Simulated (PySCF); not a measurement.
**Checking a proposed structure**

A compound C₄H₅NO gives the data below (simulated from a calculation) and was assigned the structure `C[C@H](C#N)C=O`.

13C{1H} NMR (computed): δ 195.5 (C), 112.0 (C), 32.0 (CH2), 30.2 (CH3).

1H NMR (400 MHz, computed): δ 3.10 (s, 2H), 2.45 (s, 3H).

PySCF calculation with J couplings at B3LYP/pcJ-1 (spin–dipole term only in couplings to heteroatoms), structure optimised with PBE0-D3(BJ)/def2-SVP and σ from GIAO-KT2/pcSseg-2; in vacuum, single conformer, fast rotation and ring inversion assumed for equivalent nuclei, non-relativistic.

Referencing at the same level of theory: 1H and 13C vs TMS.

Question: Compare with the shifts computed for the proposed structure, pairing carbons in order of shift.

Answer: Atom-mapped SMILES (the numbers label the heavy atoms): `[CH3:1][C@H:2]([C:3]#[N:4])[CH:5]=[O:6]`. Each H is labelled by its parent atom.

| atom | computed for proposal | given list | difference |
| --- | --- | --- | --- |
| C5 | 191.0 | 195.5 | -4.5 |
| C3 | 113.2 | 112.0 | +1.2 |
| C2 | 42.8 | 32.0 | +10.8 |
| C1 | 16.5 | 30.2 | -13.7 |

The rms difference is 9.1 ppm and the largest -13.7 ppm at C1 (methyl carbon). The carbon types in order of shift don't match either: CH, C, CH, CH3 for the proposal against C, C, CH2, CH3 in the data. The proposal doesn't fit.

Question: Which isomer fits?

Answer: SMILES CC(=O)CC#N.

1. Carbon types of the structure: 2 × C, 1 × CH2, 1 × CH3, which accounts for all hydrogens.
2. δC 195.5: ketone carbonyl carbon; the double bond to the heteroatom, with no lone-pair donor beside it, deshields it most.
3. δC 112.0: nitrile carbon; this is the usual window of a C≡N carbon, which has no attached hydrogen.
4. δC 32.0: sp3 CH2 α to a carbonyl; the adjacent C=O deshields it moderately.
5. δH 2.45: hydrogen on a methyl carbon α to a carbonyl; α to C=O.

This is the structure that produced the data.

Shifts are as computed. Against solution values, carbons near 30 ppm lie about +3 ppm off and those near 130 ppm about -1 ppm. Of 1211 compounds with measured shifts, 218 miss one by over three times the rms of a fit or turn the order of signals round; such compounds aren't used in these exercises.
